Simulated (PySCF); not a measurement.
**Dipole moment and polarisability of `N#CCCC#N`**

C4H4N2.
Structure used (GFN2-xTB), in Å, numbered top down from 1:
```xyz
10
C4H4N2 angstrom
N     -2.896   -0.396   -0.220
C     -1.848    0.048   -0.130
C     -0.511    0.576   -0.018
C      0.512   -0.575    0.015
C      1.849   -0.047    0.125
N      2.899    0.394    0.214
H     -0.318    1.231   -0.873
H     -0.442    1.172    0.897
H      0.321   -1.229    0.870
H      0.442   -1.170   -0.900
```

Level: PBE0/def2-SVPD (PySCF), static field, nuclei fixed, core orbitals frozen in the response. The polarisability tensor in these axes (au):

```
x   74.63  7.57  2.69
y    7.57 45.09  0.70
z    2.69  0.70 40.37
```

Question: What are the eigenvalues, a third of the trace, and Δα (Δα² = ½Σ(αi − αj)² over the three pairs)?

Answer: Principal values 40.16, 43.27 and 76.67 au; mean 53.37 au = 7.91 Å³ = 8.80 × 10⁻⁴⁰ C²·m²/J; Δα = 35.06 au (66 % of the mean).

Question: What is the dipole moment?

Answer: 0.01 D; point group C2h allows none, and the residue is numerical.

Question: What would n − 1 = 2πNα be for an ideal gas of these molecules at 400 K and 1 atm, electronic part alone?

Answer: N = p/kT = 1.8347 × 10¹⁹ cm⁻³, so n − 1 = 2π × N × 7.91 × 10⁻²⁴ cm³ = 912 × 10⁻⁶ at long wavelengths.

Question: Directions of the eigenvectors, and the extent of the frame along each?

Answer: Largest value along (0.97, 0.23, 0.08), where the nuclei span 5.84 Å; middle along (-0.24, 0.97, 0.02), 2.51 Å; least along (-0.07, -0.03, 1.00), 1.78 Å. The response follows the extents in order.

Question: What molar refraction does this α imply?

Answer: Lorentz–Lorenz: R = (4π/3)N_A α = 2.5225 cm³/(mol·Å³) × 7.91 Å³ = 19.9 cm³/mol, in the limit of long wavelengths.

One conformer (not necessarily the lowest) at the GFN2-xTB geometry, without solvent, vibrations or thermal averaging.

These values come from a run that also computed excited states. The run took 13 s of wall time on an Arm Neoverse V2 with one thread, shared host.
